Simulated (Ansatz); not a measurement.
Relaxation of C₂H₇Al (10 atoms, charge 0, multiplicity 1), to a largest force component of 0.03 eV/Å in at most 50 steps.

The calculation used Ansatz 0.2.0, RKS CAM-B3LYP/def2-mTZVP.

```xyz
10
Properties=species:S:1:pos:R:3:forces:R:3
Al 0.273 0.886 -1.318 -0.10 0.08 -0.22
C 1.247 -0.087 1.546 0.18 -0.13 -0.08
H 0.200 -0.379 1.502 0.06 0.01 -0.01
H 1.720 -0.587 2.389 0.00 0.00 0.01
H 1.330 0.990 1.679 0.01 -0.03 -0.01
H 1.771 -0.382 0.625 -0.15 0.06 0.33
C -1.458 0.017 -0.821 -0.09 -0.02 0.00
H -1.367 -0.963 -0.338 0.02 0.04 -0.03
H -2.057 0.644 -0.146 0.05 -0.03 -0.02
H -2.074 -0.138 -1.717 0.03 0.02 0.04
```

Task: Where does it end, and by what steps?

Result: The forces met the threshold. After 7 steps the energy has fallen by 0.082 eV; Al1 moved furthest, 0.68 Å.

```tsv
step	energy less start (eV)	largest force component (eV/Å)	accepted
0	0.0000	0.335	yes
1	-0.0521	0.123	yes
2	-0.0750	0.115	yes
3	-0.0796	0.089	yes
4	-0.0812	0.038	yes
5	-0.0819	0.056	yes
6	-0.0822	0.048	yes
7	-0.0824	0.024	yes
```

```xyz
10
Properties=species:S:1:pos:R:3
Al -0.081 1.008 -1.891
C 1.409 -0.125 1.777
H 0.372 -0.423 1.629
H 1.766 -0.522 2.725
H 1.480 0.960 1.791
H 2.023 -0.519 0.969
C -1.607 0.054 -1.034
H -1.339 -0.962 -0.721
H -1.972 0.571 -0.137
H -2.466 -0.043 -1.709
```

Whether the end is a true minimum wasn't checked by a vibrational analysis.

Time of the run: 6.5 s on 2 threads of AMD EPYC 9R45 96-Core Processor (Zen 5) (shared host), peak memory 0.18 GiB.
